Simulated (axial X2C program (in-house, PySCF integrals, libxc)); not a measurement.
**Photoelectron levels of HF by EOM-IP-CCSD**

Calculated with an in-house all-electron X2C program for linear molecules (integrals from PySCF): two-component X2C with atomic mean-field Coulomb and Gaunt terms, Gaussian nuclei, basis F dyall-av3z, H dyall-v3z with contracted cores.

R = 0.919 Å (near the PBE0 minimum at charge 0 of the determinant lowest at the starting distance; the state shown can have its own minimum elsewhere).

Hartree–Fock spinors of HF (one of each Kramers pair; a window near the gap, which can cut inner shells):

| ω | occupied | ε (eV) | character |
| --- | --- | --- | --- |
| 1/2 | yes | -20.87 | 77% F p, 16% H s, 5% F s |
| 1/2 | yes | -17.70 | 91% F p, 6% H p, 3% H d |
| 3/2 | yes | -17.66 | 91% F p, 6% H p, 3% H d |
| 1/2 | no | 1.83 | 80% H s, 9% F s, 6% H p |
| 1/2 | no | 3.54 | 94% F p, 3% F s, 3% H s |
| 1/2 | no | 3.69 | 99% F p |
| 3/2 | no | 3.69 | 99% F p |
| 1/2 | no | 7.79 | 63% F s, 11% F d, 11% H s |
| 1/2 | no | 9.19 | 53% H s, 22% F s, 15% H p |

Vertical ionisation energies of HF to the states of HF⁺:

```json
{"Ω of HF⁺": "3/2", "vertical IE (eV)": "15.995", "above lowest (cm⁻¹)": "0", "ionised spinor": "91% F pπ", "one-hole weight": "0.95"}
{"Ω of HF⁺": "1/2", "vertical IE (eV)": "16.031", "above lowest (cm⁻¹)": "290", "ionised spinor": "91% F pπ", "one-hole weight": "0.95"}
{"Ω of HF⁺": "1/2", "vertical IE (eV)": "19.934", "above lowest (cm⁻¹)": "31770", "ionised spinor": "77% F pσ, 15% H sσ, 6% F sσ", "one-hole weight": "0.95"}
{"Ω of HF⁺": "1/2", "vertical IE (eV)": "39.502", "above lowest (cm⁻¹)": "189592", "ionised spinor": "68% F sσ, 17% H sσ, 10% H pσ", "one-hole weight": "0.87"}
```

Question: How far does the lowest EOM-IP-CCSD energy lie from the Koopmans value −ε of the highest filled spinor?

Answer: 15.995 eV against 17.66 eV, a shift of -1.66 eV: relaxation of the final state lowers the energy and the loss of correlation raises it.

Question: What is the splitting of the first π pair in the table, and is it regular or inverted?

Answer: E(3/2) − E(1/2) = 0 − 290 = -290 cm⁻¹ at EOM-IP-CCSD: inverted, Ω = 3/2 lower. Splittings at this level can be off by ten to twenty per cent.

This point took 3.7 s on 1 thread of Arm Neoverse N1, with other jobs on the host.

Reference electrons by ω block (each with its −ω partner): 1/2: 4, 3/2: 1. 8 electrons of HF correlated (inner shells frozen), 86 natural virtual spinors (a truncated set); levels can be off by some tenths of an eV. Roots sought by Ω: (1/2: 4, 3/2: 3, 5/2: 1); the list ends where they run out and leaves out roots under 60 % one-particle weight. The solver can skip a root, and states that need a further excitation, which the method places far too high, are missing though they may lie low or lowest. T1 of the reference 0.008 (Lee–Taylor). Number of frozen shells: F 1 s; H none.
